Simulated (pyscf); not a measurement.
Thermochemistry of product channels of H₂P–InH₂ on the singlet surface, in kcal/mol, from ωB97M-D3(BJ)/def2-TZVP energies (ideal gas, 1 atm, RRHO with modes under 100 cm⁻¹ raised to 100, one conformer, R ln 2 for rigid chiral ones). Structures and frequencies: ωB97X-D3(BJ)/def2-SVP in PySCF.

| products | ΔE | ΔH(298 K) | ΔG(600 K) | ΔG(1200 K) |
|---|---|---|---|---|
| PH₃ + InH [singlet] | +10.6 | +10.5 | -6.0 | -20.9 |
| H₂P–In [singlet] + hydrogen (H₂) | -0.1 | -0.7 | -17.0 | -33.0 |

The channel to PH₃ + InH [singlet] turns favourable between 298 and 1200 K (ΔG from +2.2 kcal/mol to -20.9 kcal/mol).

These are energies of the channels, which say nothing of barriers. Elements past Kr carry the def2 core potentials, without spin-orbit coupling.
